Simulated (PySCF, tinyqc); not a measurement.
Worked calculation (part 2 of 2): RKS/B3LYP (VWN-RPA form) in the sto-3g basis, for CH2, spin multiplicity 1. The lowest restricted solution is unstable here: a spin-polarised one lies 0.0296 hartree lower (PySCF). Computed by tinyqc, a small Python program that keeps every step (integrals from PySCF). Command: `OMP_NUM_THREADS=1 python tinyqc.py 20722 20723 out.jsonl` (the two numbers bound the seeds that draw the settings). One thread of a shared host (Intel(R) Xeon(R) Processor @ 2.60GHz), about 0.9 s of CPU time with the checks.

Geometry (angstrom):
```
atom         x          y         z
C     0.000000   0.000000  0.000000
H     0.000000   1.119000  0.561000
H     0.000000  -1.113000  0.558000
```

## Iteration 2: building the Kohn-Sham matrix

D after iteration 1:
```
            1C 1s      1C 2s    1C 2px     1C 2py     1C 2pz      2H 1s      3H 1s
1C 1s    2.140332  -0.577681  0.000000   0.000507  -0.023521   0.041530   0.041812
1C 2s   -0.577681   2.364885  0.000000  -0.002073   0.120871  -0.152715  -0.153629
1C 2px   0.000000   0.000000  2.000000   0.000000   0.000000   0.000000   0.000000
1C 2py   0.000507  -0.002073  0.000000   0.000041  -0.009050   0.000499   0.000506
1C 2pz  -0.023521   0.120871  0.000000  -0.009050   2.060613  -0.091595  -0.093122
2H 1s    0.041530  -0.152715  0.000000   0.000499  -0.091595   0.013289   0.013409
3H 1s    0.041812  -0.153629  0.000000   0.000506  -0.093122   0.013409   0.013530
```

core Hamiltonian H = T + V (hartree):
```
             1C 1s      1C 2s     1C 2px     1C 2py     1C 2pz      2H 1s      3H 1s
1C 1s   -18.609396  -4.488675   0.000000   0.000124  -0.011573  -0.781316  -0.793439
1C 2s    -4.488675  -5.553861   0.000000   0.001105  -0.125736  -1.912924  -1.932794
1C 2px    0.000000   0.000000  -4.442126   0.000000   0.000000   0.000000   0.000000
1C 2py    0.000124   0.001105   0.000000  -4.595868   0.000461  -1.491977   1.504107
1C 2pz   -0.011573  -0.125736   0.000000   0.000461  -4.480768  -0.770745  -0.776956
2H 1s    -0.781316  -1.912924   0.000000  -1.491977  -0.770745  -3.211392  -0.376995
3H 1s    -0.793439  -1.932794   0.000000   1.504107  -0.776956  -0.376995  -3.224113
```

nuclear repulsion = 5.32374545 hartree

V_xc (hartree):
```
            1C 1s      1C 2s     1C 2px     1C 2py     1C 2pz      2H 1s      3H 1s
1C 1s   -1.868568  -0.272373   0.000000   0.000012  -0.000433  -0.047297  -0.048041
1C 2s   -0.272373  -0.485502   0.000000   0.000057  -0.001106  -0.140554  -0.142247
1C 2px   0.000000   0.000000  -0.508300   0.000000   0.000000   0.000000   0.000000
1C 2py   0.000012   0.000057   0.000000  -0.429452   0.000302  -0.101778   0.102883
1C 2pz  -0.000433  -0.001106   0.000000   0.000302  -0.508243  -0.058365  -0.059062
2H 1s   -0.047297  -0.140554   0.000000  -0.101778  -0.058365  -0.196477  -0.026361
3H 1s   -0.048041  -0.142247   0.000000   0.102883  -0.059062  -0.026361  -0.198128
```

E_xc = sum of w rho eps_xc = -5.30793395 hartree

Given earlier and not repeated: Two-electron integrals (ij|kl) in chemists' order.

J_ij = sum D_kl (ij|kl), K_ij = sum D_kl (ik|jl); F = H + J - 0.1 K + V_xc; E = tr D H + tr D J / 2 - 0.05 tr D K + E_xc + E_nn.

Coulomb J (hartree):
```
            1C 1s      1C 2s    1C 2px     1C 2py     1C 2pz     2H 1s      3H 1s
1C 1s   12.230604   2.383311  0.000000  -0.000056   0.002492  0.410790   0.417204
1C 2s    2.383311   5.459770  0.000000  -0.000208   0.006934  1.769137   1.788066
1C 2px   0.000000   0.000000  5.505357   0.000000   0.000000  0.000000   0.000000
1C 2py  -0.000056  -0.000208  0.000000   5.352284  -0.000573  1.442533  -1.455203
1C 2pz   0.002492   0.006934  0.000000  -0.000573   5.505081  0.739566   0.746228
2H 1s    0.410790   1.769137  0.000000   1.442533   0.739566  3.165002   0.332848
3H 1s    0.417204   1.788066  0.000000  -1.455203   0.746228  0.332848   3.179636
```

exchange K (hartree):
```
            1C 1s      1C 2s    1C 2px     1C 2py     1C 2pz     2H 1s      3H 1s
1C 1s    7.266278   1.280084  0.000000  -0.000014   0.000924  0.227692   0.231245
1C 2s    1.280084   1.917492  0.000000  -0.000730   0.011310  0.552749   0.559866
1C 2px   0.000000   0.000000  1.734348   0.000000   0.000000  0.000000   0.000000
1C 2py  -0.000014  -0.000730  0.000000   0.443601  -0.005204  0.098472  -0.101373
1C 2pz   0.000924   0.011310  0.000000  -0.005204   1.736256  0.208738   0.213502
2H 1s    0.227692   0.552749  0.000000   0.098472   0.208738  0.239799   0.170733
3H 1s    0.231245   0.559866  0.000000  -0.101373   0.213502  0.170733   0.246264
```

Kohn-Sham matrix F (hartree):
```
            1C 1s      1C 2s    1C 2px     1C 2py     1C 2pz      2H 1s      3H 1s
1C 1s   -8.973988  -2.505746  0.000000   0.000082  -0.009606  -0.440593  -0.447400
1C 2s   -2.505746  -0.771342  0.000000   0.001027  -0.121039  -0.339616  -0.342961
1C 2px   0.000000   0.000000  0.381496   0.000000   0.000000   0.000000   0.000000
1C 2py   0.000082   0.001027  0.000000   0.282604   0.000711  -0.161069   0.161924
1C 2pz  -0.009606  -0.121039  0.000000   0.000711   0.342444  -0.110419  -0.111141
2H 1s   -0.440593  -0.339616  0.000000  -0.161069  -0.110419  -0.266846  -0.087582
3H 1s   -0.447400  -0.342961  0.000000   0.161924  -0.111141  -0.087582  -0.267232
```

total energy of this density = -37.19267471 hartree

## Iteration 2: DIIS over 2 matrices

error matrix X^T (FDS - SDF) X:
```
           1          2         3          4          5          6          7
1   0.000000   0.056618  0.000000  -0.000309   0.018402  -0.197759  -0.199597
2  -0.056618   0.000000  0.000000   0.000210   0.043754   0.413245   0.417244
3   0.000000   0.000000  0.000000   0.000000   0.000000   0.000000   0.000000
4   0.000309  -0.000210  0.000000   0.000000  -0.000171  -0.001315  -0.001347
5  -0.018402  -0.043754  0.000000   0.000171   0.000000   0.284702   0.292262
6   0.197759  -0.413245  0.000000   0.001315  -0.284702   0.000000  -0.000357
7   0.199597  -0.417244  0.000000   0.001347  -0.292262   0.000357   0.000000
```

B (overlaps of the stored error matrices):
```
                1               2
1   2.1404912e-01  -2.8079694e-01
2  -2.8079694e-01   1.1914935e+00
```

Minimise |sum c_i e_i|^2 with sum c_i = 1: solve [B -1; -1 0][c; lambda] = [0; -1] with B_ij = tr e_i^T e_j, and take F = sum c_i F_i.

DIIS coefficients: 0.748443  0.251557

extrapolated F (hartree):
```
             1C 1s      1C 2s     1C 2px     1C 2py     1C 2pz      2H 1s      3H 1s
1C 1s   -12.842768  -3.186482   0.000000   0.000050  -0.021840  -0.557295  -0.565918
1C 2s    -3.186482  -1.712897   0.000000   0.000530  -0.066615  -0.528416  -0.534447
1C 2px    0.000000   0.000000  -0.684498   0.000000   0.000000   0.000000   0.000000
1C 2py    0.000050   0.000530   0.000000  -0.648695   0.000400  -0.275235   0.277549
1C 2pz   -0.021840  -0.066615   0.000000   0.000400  -0.684654  -0.156692  -0.158053
2H 1s    -0.557295  -0.528416   0.000000  -0.275235  -0.156692  -0.273176  -0.114603
3H 1s    -0.565918  -0.534447   0.000000   0.277549  -0.158053  -0.114603  -0.278207
```

## Iteration 2: diagonalisation and new density

X:
```
            1C 1s      1C 2s    1C 2px     1C 2py     1C 2pz      2H 1s      3H 1s
1C 1s    1.026530  -0.147435  0.000000   0.000116  -0.008026   0.023192   0.023349
1C 2s   -0.147435   1.191952  0.000000  -0.001528   0.074217  -0.256711  -0.260234
1C 2px   0.000000   0.000000  1.000000   0.000000   0.000000   0.000000   0.000000
1C 2py   0.000116  -0.001528  0.000000   1.137418  -0.000601  -0.239441   0.241954
1C 2pz  -0.008026   0.074217  0.000000  -0.000601   1.032845  -0.114187  -0.115485
2H 1s    0.023192  -0.256711  0.000000  -0.239441  -0.114187   1.165558  -0.023179
3H 1s    0.023349  -0.260234  0.000000   0.241954  -0.115485  -0.023179   1.168913
```

Diagonalise F' = X^T F X, C = X C', fill 4 alpha and 4 beta electrons from the bottom; D = 2 C_occ C_occ^T. Each column has its largest component positive (the first on a tie).

F' = X^T F X (hartree):
```
            1          2          3          4          5          6          7
1  -12.652466  -1.487958   0.000000  -0.000028  -0.022256  -0.085965  -0.088490
2   -1.487958  -1.078643   0.000000  -0.000448  -0.024826  -0.222186  -0.225253
3    0.000000   0.000000  -0.684498   0.000000   0.000000   0.000000   0.000000
4   -0.000028  -0.000448   0.000000  -0.555214   0.000020  -0.181651   0.183373
5   -0.022256  -0.024826   0.000000   0.000020  -0.666268  -0.084715  -0.085662
6   -0.085965  -0.222186   0.000000  -0.181651  -0.084715  -0.018826  -0.032276
7   -0.088490  -0.225253   0.000000   0.183373  -0.085662  -0.032276  -0.019028
```

orbital energies (hartree): MO1 -12.842814, MO2 -0.995798, MO3 -0.684498, MO4 -0.671953, MO5 -0.654903, MO6 0.061957, MO7 0.113066

coefficients C:
```
              MO1        MO2       MO3        MO4        MO5        MO6        MO7
1C 1s    1.000138  -0.252119  0.000000   0.050655   0.000348   0.101172   0.002402
1C 2s   -0.000767   1.016918  0.000000  -0.215714  -0.001219  -0.707546  -0.018505
1C 2px   0.000000   0.000000  1.000000   0.000000   0.000000   0.000000   0.000000
1C 2py   0.000000  -0.001644  0.000000  -0.015968   0.938239  -0.010899   0.727273
1C 2pz   0.001581   0.201026  0.000000   0.975150   0.017244  -0.327144  -0.008061
2H 1s    0.000581  -0.006410  0.000000   0.011364   0.078520   0.872620  -0.853270
3H 1s    0.000590  -0.005997  0.000000   0.014066  -0.078962   0.841356   0.890332
```

D after iteration 2:
```
            1C 1s      1C 2s    1C 2px     1C 2py     1C 2pz      2H 1s      3H 1s
1C 1s    2.132812  -0.536157  0.000000  -0.000788   0.000590   0.005547   0.005630
1C 2s   -0.536157   2.161310  0.000000   0.003545  -0.011857  -0.017941  -0.018266
1C 2px   0.000000   0.000000  2.000000   0.000000   0.000000   0.000000   0.000000
1C 2py  -0.000788   0.003545  0.000000   0.000515  -0.031803  -0.000342  -0.000430
1C 2pz   0.000590  -0.011857  0.000000  -0.031803   1.982664   0.019588   0.025025
2H 1s    0.005547  -0.017941  0.000000  -0.000342   0.019588   0.000341   0.000397
3H 1s    0.005630  -0.018266  0.000000  -0.000430   0.025025   0.000397   0.000468
```

## Iteration 18 (converged): orbitals

converged F (hartree):
```
            1C 1s      1C 2s     1C 2px     1C 2py     1C 2pz      2H 1s      3H 1s
1C 1s   -9.947541  -2.718706   0.000000   0.000082  -0.019481  -0.477229  -0.484600
1C 2s   -2.718706  -1.189631   0.000000   0.000982  -0.092595  -0.437343  -0.442094
1C 2px   0.000000   0.000000  -0.001878   0.000000   0.000000   0.000000   0.000000
1C 2py   0.000082   0.000982   0.000000  -0.142537   0.000515  -0.241354   0.243176
1C 2pz  -0.019481  -0.092595   0.000000   0.000515  -0.084847  -0.144264  -0.145245
2H 1s   -0.477229  -0.437343   0.000000  -0.241354  -0.144264  -0.285415  -0.096820
3H 1s   -0.484600  -0.442094   0.000000   0.243176  -0.145245  -0.096820  -0.288880
```

As before.

F' = X^T F X (hartree):
```
           1          2          3          4          5          6          7
1  -9.725412  -1.466489   0.000000   0.000134  -0.029181  -0.044827  -0.046768
2  -1.466489  -0.538883   0.000000  -0.000670  -0.003350  -0.240830  -0.243946
3   0.000000   0.000000  -0.001878   0.000000   0.000000   0.000000   0.000000
4   0.000134  -0.000670   0.000000   0.058849  -0.000252  -0.261381   0.263704
5  -0.029181  -0.003350   0.000000  -0.000252  -0.036572  -0.130836  -0.132052
6  -0.044827  -0.240830   0.000000  -0.261381  -0.130836  -0.042277  -0.033190
7  -0.046768  -0.243946   0.000000   0.263704  -0.132052  -0.033190  -0.041206
```

orbital energies (hartree): MO1 -9.955316, MO2 -0.563969, MO3 -0.347661, MO4 -0.101075, MO5 -0.001878, MO6 0.244516, MO7 0.398004

coefficients C:
```
              MO1        MO2        MO3        MO4       MO5        MO6        MO7
1C 1s    0.991776  -0.225086  -0.001243   0.134059  0.000000  -0.156154   0.002791
1C 2s    0.034143   0.725941   0.005242  -0.586147  0.000000   0.842364  -0.017077
1C 2px   0.000000   0.000000   0.000000   0.000000  1.000000   0.000000   0.000000
1C 2py  -0.000057  -0.002599   0.515718  -0.000380  0.000000   0.014370   1.069307
1C 2pz   0.004877   0.175960   0.000688   0.790222  0.000000   0.665711  -0.010457
2H 1s   -0.007596   0.256808   0.460742   0.256069  0.000000  -0.785498  -0.731438
3H 1s   -0.007679   0.261648  -0.457650   0.254785  0.000000  -0.766632   0.759236
```

D after iteration 18:
```
            1C 1s      1C 2s    1C 2px     1C 2py     1C 2pz      2H 1s      3H 1s
1C 1s    2.104512  -0.416242  0.000000  -0.000327   0.142333  -0.063164  -0.063568
1C 2s   -0.416242   1.743504  0.000000   0.002076  -0.670560   0.076977   0.075876
1C 2px   0.000000   0.000000  0.000000   0.000000   0.000000   0.000000   0.000000
1C 2py  -0.000327   0.002076  0.000000   0.531944  -0.000807   0.473697  -0.473589
1C 2pz   0.142333  -0.670560  0.000000  -0.000807   1.310874   0.495639   0.494048
2H 1s   -0.063164   0.076977  0.000000   0.473697   0.495639   0.687725  -0.156729
3H 1s   -0.063568   0.075876  0.000000  -0.473589   0.494048  -0.156729   0.685754
```

## Convergence

Stop when the energy changes by less than 1e-09 hartree and every element of the error matrix X^T (F D S - S D F) X is below 9e-06.

Course of the cycle:
```
iteration   E (hartree)     change  largest element of the error matrix
1          -12.22925409          -                             1.71e-01
2          -37.19267471  -2.50e+01                             4.17e-01
3          -37.33294371  -1.40e-01                             3.88e-01
4          -37.33648127  -3.54e-03                             3.89e-01
5          -37.33647801   3.26e-06                             3.91e-01
6          -37.31789061   1.86e-02                             4.02e-01
7          -37.28824650   2.96e-02                             3.99e-01
8          -37.30368941  -1.54e-02                             4.01e-01
9          -37.29373138   9.96e-03                             4.06e-01
10         -37.09822300   1.96e-01                             5.60e-01
11         -38.57626354  -1.48e+00                             6.84e-02
12         -38.57925893  -3.00e-03                             3.66e-02
13         -38.57982640  -5.67e-04                             2.44e-02
14         -38.57974668   7.97e-05                             2.56e-02
15         -38.58067330  -9.27e-04                             6.98e-04
16         -38.58067396  -6.63e-07                             8.95e-05
17         -38.58067397  -1.04e-08                             7.33e-06
18         -38.58067397  -8.13e-11                             2.28e-08
```

PySCF RKS in the same basis, fine grid = -38.58052282 hartree

Converged in 18 iterations. The coarse grid moves the energy by -1.51e-04 hartree.

## Populations, bond orders and dipole

overlap S:
```
           1C 1s     1C 2s    1C 2px     1C 2py    1C 2pz     2H 1s      3H 1s
1C 1s   1.000000  0.248362  0.000000   0.000000  0.000000  0.042790   0.043454
1C 2s   0.248362  1.000000  0.000000   0.000000  0.000000  0.402014   0.405506
1C 2px  0.000000  0.000000  1.000000   0.000000  0.000000  0.000000   0.000000
1C 2py  0.000000  0.000000  0.000000   1.000000  0.000000  0.364347  -0.366655
1C 2pz  0.000000  0.000000  0.000000   0.000000  1.000000  0.182662   0.183822
2H 1s   0.042790  0.402014  0.000000   0.364347  0.182662  1.000000   0.080472
3H 1s   0.043454  0.405506  0.000000  -0.366655  0.183822  0.080472   1.000000
```

Mulliken: Z minus the diagonal of D S on the atom; Loewdin: the same with S^(1/2) D S^(1/2); Mayer order: 2 sum_s sum (D(s) S)_ij (D(s) S)_ji over the two atoms.

Charges (e):
```
atom   Mulliken    Loewdin
1C    -0.067911  -0.025794
2H     0.033519   0.012644
3H     0.034392   0.013150
```

Mayer bond orders:
```
pair     order
2-1   0.974609
3-1   0.974550
3-2   0.024267
```

dipole moment about the origin, x y z (debye): 0.000000  -0.005579  1.499436
